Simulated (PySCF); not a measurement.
Disiloxane, H6OSi2.
Cartesian coordinates in Å at the GFN2-xTB level; atoms count from 1:
```
atom  x, y, z in Å
Si1   -1.5926   -0.2174    0.0800
O2     0.0204   -0.1051    0.0908
Si3    1.5973    0.2096   -0.0779
H4    -2.1219    1.0235   -0.4840
H5    -1.9244   -1.3736   -0.7508
H6    -1.9889   -0.3999    1.4743
H7     2.2565   -1.0895   -0.1922
H8     1.7591    1.0180   -1.2852
H9     2.0079    0.9403    1.1198
```

The closed-shell SCF was solved with PySCF and density fitting under several settings on one GFN2-xTB geometry (grid level 2 and gas phase unless stated).

```
                                                          settings  basis functions  SCF cycles     E (Eh)  HOMO (eV)  LUMO (eV)  dipole (D)
                                                     PBE0/pcSseg-1               95          11  -657.5071      -8.51       0.11        0.17
                                               CAM-B3LYP/def2-SVPD              119          11  -657.6198      -9.93       0.72        0.15
    B97-2/Sadlej pVTZ, start guess vsap, energy threshold 1e-07 Eh              142          10  -657.8804      -8.24      -0.36        0.13
                                                B3LYP/ANO-RCC-VDZP               80          11  -657.7007      -8.32      -0.22        0.16
HCTH407/pcSseg-1, grid level 3, fitting basis def2-universal-jkfit               95           9  -657.8932      -7.26      -0.88        0.15
```

Question: Estimate the rows for these settings: (1) OPBE/MINI, damping 0.3 at the start, DIIS from the seventh cycle; (2) B97-D/def2-TZVPP, level shift 0.3 Eh, fitting basis def2-qzvpp-jkfit; (3) PBE0/pcSseg-0, fitting basis def2-universal-jkfit, energy threshold 1e-08 Eh.

Answer: 
| settings | basis functions | SCF cycles | E (Eh) | HOMO (eV) | LUMO (eV) | dipole (D) |
| --- | --- | --- | --- | --- | --- | --- |
| OPBE/MINI, damping 0.3 at the start, DIIS from the seventh cycle | 29 | 14 | -653.8823 | -7.97 | -0.94 | 0.13 |
| B97-D/def2-TZVPP, level shift 0.3 Eh, fitting basis def2-qzvpp-jkfit | 199 | 13 | -657.8765 | -7.19 | -0.82 | 0.12 |
| PBE0/pcSseg-0, fitting basis def2-universal-jkfit, energy threshold 1e-08 Eh | 47 | 7 | -656.6369 | -8.20 | 0.41 | 0.29 |

Question: Over all rows, what range does the HOMO–LUMO gap span?

Answer: From 6.37 eV (B97-D/def2-TZVPP, level shift 0.3 Eh, fitting basis def2-qzvpp-jkfit) to 10.65 eV (CAM-B3LYP/def2-SVPD). The functional of the narrowest has no exact exchange, that of the widest range-separated exact exchange.

Question: And the dipole moment?

Answer: From 0.12 D (B97-D/def2-TZVPP, level shift 0.3 Eh, fitting basis def2-qzvpp-jkfit) to 0.29 D (PBE0/pcSseg-0, fitting basis def2-universal-jkfit, energy threshold 1e-08 Eh); the largest is 2.42 times the smallest, and the median is 0.15 D.

Question: Compare two rows with the functional PBE0: PBE0/pcSseg-0, fitting basis def2-universal-jkfit, energy threshold 1e-08 Eh and PBE0/pcSseg-1. Which energy is lower, and by how much?

Answer: PBE0/pcSseg-1 (95 functions) lies 0.8702 Eh or 546 kcal/mol below PBE0/pcSseg-0, fitting basis def2-universal-jkfit, energy threshold 1e-08 Eh (47 functions).

B97-D ran without the empirical dispersion term, which would shift the total energy alone. Cycle counts include a coarse-grid stage where the run had one. ANO-RCC sets were contracted for a scalar-relativistic Hamiltonian, but ran non-relativistically here.
